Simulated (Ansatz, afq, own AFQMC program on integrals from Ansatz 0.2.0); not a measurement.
# CH$_{3}$Al, singlet: AFQMC among the cluster methods

```csv
atom,x (Å),y (Å),z (Å)
Al,0.0000,0.0000,0.4613
C,0.0000,0.0000,-1.0477
H,0.0000,1.4325,1.1344
H,0.0000,-1.4325,1.1344
H,0.0000,0.0000,-2.1314
```

Connectivity, by distances: AlH2–CH.

Basis cc-pVDZ. Only valence electrons are correlated. AFQMC by an in-house program on the Cholesky factors that Ansatz 0.2.0 writes for its CCSD(T) run. ph-AFQMC/CISD is guided by a CISD state made of CCSD amplitudes; releasing the constraint for a short imaginary time cuts its bias at the price of noise, slowly where states lie close. Free projection: walkers drawn from exp(T), propagated without any constraint. Its projection time is finite, and what remains of the start isn't in its error. Uncertainties: one standard error, sampling alone.

Determinant: RHF, the one that the program's search chose, which needn't be the lowest solution. The geometry is a point of a scan.

No full CI on the walks' own integrals is used here; CCSDT(Q) serves as the reference and is uncertain by about the last step of the cluster series.

Cautions: higher spins were not checked; restricted determinant unstable towards unrestricted (UHF 719 meV lower, ⟨S²⟩ 0.92); raised T1 diagnostic (T1 0.032, weight of the determinant 0.86, largest double 0.10); the ph-AFQMC/HF walk drifts between its halves (2.3 errors); CCSDT(Q) on the UHF determinant differs (424 meV lower), perhaps since the unrestricted series falls towards higher spin.

The T1 diagnostic is 0.0315. The weight of the determinant in the CISD state is 0.862 and the size of the correlated space is 10 electrons in 41 orbitals.

| level | correlation energy (eV) |
| --- | --- |
| MP2 | -4.6746 |
| CCSD | -5.8190 |
| CCSD(T) | -5.9894 |

Estimate where phaseless AFQMC with a CISD trial lies against CCSD(T) on the same integrals.

64.0 ± 12.0 meV below CCSD(T).

Reference: CCSDT(Q), correlation energy -6.052 eV. The released energy is read at 2.40 1/Eh (meV from the phaseless value at times in 1/Eh: -17 ± 11 at 0.24, -20 ± 13 at 0.51, -13 ± 15 at 0.99, -30 ± 18 at 1.62, -5 ± 23 at 2.40).

```csv
level,E − E(reference) (meV),share of correlation (%)
CCSD(T),62.4,98.97
CCSDT,14.9,99.75
ph-AFQMC/HF,-107.7 ± 57.0,101.78
ph-AFQMC/CISD,-1.7 ± 12.0,100.03
released AFQMC,-6.7 ± 23.0,100.11
free AFQMC,21.4 ± 12.6,99.65
```

Free projections are given only where their last times agree within the noise and don't stop above the reference; a slow remainder of the start can still hide under it. A walk keeps the symmetry of its determinant, which the program's search chose and which needn't be the lowest solution, so a lower state of the same spin and another symmetry isn't excluded. Released energies are given only where the last usable release times agree within the noise; a slower fall can still hide under it.
